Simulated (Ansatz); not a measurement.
Saddle point of C2H5O, doublet (C₂H₅O ([CH3][CH2][O]) → C₂H₅O ([CH3][CH][OH]); bonds formed: H1–O4; bonds broken: H1–C2), PBE0-D4/def2-TZVP structure:

H1  (-0.931, -1.345, 0.216)
C2  (0.063, -0.571, 0.337)
C3  (0.189, 0.685, -0.449)
O4  (-0.976, -0.698, 1.232)
H5  (0.975, -1.122, 0.583)
H6  (0.582, 1.485, 0.192)
H7  (-0.781, 1.010, -0.826)
H8  (0.880, 0.557, -1.285)
(Å)

Energies are electronic, without zero-point energy. Barriers and step energies count from the start structure reached by relaxing down the imaginary mode; all methods use the PBE0-D4 structures, on which another method's saddle can fall below an end. Computed with Ansatz 0.2.0 (basis: def2-TZVPP, with def2-QZVPP for the basis limit); correlated methods freeze the cores; orbitals are unrestricted. B3LYP uses VWN-RPA correlation. Extrapolation: Hartree–Fock as exp(−7.88 √X), correlation as X^−2.97.

| method | barrier (kcal/mol) | step energy (kcal/mol) |
| --- | --- | --- |
| SPW92 | ? | -13.93 |
| PBE-D4 | 25.93 | -10.19 |
| BLYP-D4 | 28.66 | -8.98 |
| r2SCAN-D4 | 29.07 | -9.91 |
| B97M-V | 32.13 | -7.33 |
| PBE0-D4 | 29.60 | -9.65 |
| B3LYP-D4 | 31.01 | -8.99 |
| r2SCAN0-D4 | 31.75 | -9.30 |
| BHLYP-D4 | 36.48 | -6.88 |
| CAM-B3LYP-D4 | 31.10 | -9.77 |
| wB97X-V | 30.92 | -8.70 |
| wB97M-V | ? | -9.47 |
| B2PLYP | 30.11 | -10.48 |
| PBE-QIDH | 30.62 | -10.85 |
| RPA on PBE | ? | -7.80 |
| HF | 48.48 | -0.36 |
| MP2 | 27.40 | -15.44 |
| CCSD | 32.83 | -9.34 |
| CCSD(T) | 30.63 | -10.08 |

(1) Fill in the withheld barriers. (To be estimated.)

No T1 diagnostic of these runs exceeds 0.018. ⟨S²⟩ of the unrestricted Hartree–Fock references: 0.76 to 0.80 (a pure state has 0.75).

Results:

(1) The calculation gives: SPW92 21.44; RPA on PBE 31.50; wB97M-V 30.32 kcal/mol. Each is the energy of the saddle less that of the start structure, by the same method.

For comparison, the barrier by CCSD(T) at an estimated basis limit (MP2 extrapolated from triple and quadruple zeta, plus CCSD(T) − MP2 in triple zeta) is 29.41 kcal/mol.

Labels in which every atom is bracketed show which atoms are joined, not bond orders.

For scale, one of the runs: CCSD(T)/def2-TZVPP, 163 basis functions (an equivalent command: `ansatz run in.yaml --threads 2`). Hardware: 2 CPU threads, shared host. Wall time 54 s; peak host memory 3.5 GiB.
